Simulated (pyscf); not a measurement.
**Four-centre exchange: H₃Ge–GeH₃ + HF → F–GeH₂–GeH₃ + H₂**

Gas phase, singlet surface, charge 0. Bonds broken: Ge1–H3, F9–H10. Bonds formed: Ge1–F9, H3–H10. Single points on ωB97X-D3(BJ)/def2-SVP structures (PySCF, gas phase).

Transition state (Å):

```xyz
10

Ge    -0.9822    -0.5673     0.3011
Ge     0.4690     1.2927    -0.1384
H     -2.0110    -1.4739    -0.9757
H     -1.8295    -0.6105     1.5716
H     -0.1833    -1.8955     0.2204
H     -0.1966     2.5879     0.3323
H      1.8225     1.1074     0.5704
H      0.7054     1.3465    -1.6528
F     -2.3481     0.6116    -0.7372
H     -2.3415    -0.6069    -1.0685
```

One imaginary mode, 1190i cm⁻¹; descent along it reached the two sides named.

| bond | change | reactant side (Å) | saddle | product side |
|---|---|---|---|---|
| Ge1–H3 | breaks | 1.547 | 1.874 | 4.3 |
| F9–H10 | breaks | 0.927 | 1.263 | 2.371 |
| Ge1–F9 | forms | 3.1 | 2.082 | 1.759 |
| H3–H10 | forms | 2.047 | 0.932 | 0.761 |

Electronic energies relative to the separated reactants (kcal/mol):

```json
[
 {"level": "ωB97X-D3(BJ)/def2-TZVP", "barrier": "37.1", "reaction energy": "-9.1", "reverse barrier": "46.1"},
 {"level": "PBE/def2-TZVP", "barrier": "31.0", "reaction energy": "-8.3", "reverse barrier": "39.3"},
 {"level": "r²SCAN/def2-TZVP", "barrier": "33.3", "reaction energy": "-9.8", "reverse barrier": "43.1"},
 {"level": "B3LYP-D3(BJ)/def2-TZVP", "barrier": "35.6", "reaction energy": "-9.4", "reverse barrier": "45.1"},
 {"level": "PBE0-D3(BJ)/def2-TZVP", "barrier": "35.8", "reaction energy": "-6.7", "reverse barrier": "42.5"},
 {"level": "M06-2X/def2-TZVP", "barrier": "35.9", "reaction energy": "-12.8", "reverse barrier": "48.7"},
 {"level": "ωB97M-D3(BJ)/def2-TZVP", "barrier": "37.4", "reaction energy": "-8.0", "reverse barrier": "45.4"},
 {"level": "HF/def2-TZVP", "barrier": "54.1", "reaction energy": "-8.3", "reverse barrier": "62.4"}
]
```

With ωB97M-D3(BJ)/def2-TZVP energies and thermal terms (ideal gas, 1 atm, RRHO with modes under 100 cm⁻¹ raised to 100, one conformer, R ln 2 for chiral ones without a mode under 150 cm⁻¹), in kcal/mol:

```tsv
T (K)	ΔH‡	ΔG‡	ΔH	ΔG
298	35.8	44.5	-10.2	-9.8
600	35.6	53.5	-9.6	-9.6
900	35.9	62.4	-9.2	-9.6
1200	36.3	71.1	-8.9	-9.8
```

At the saddle there is also a short Ge–H contact that neither side keeps. One saddle was located; it need not be the lowest between these sides. Elements up to Kr have no core potential and no relativistic terms here.
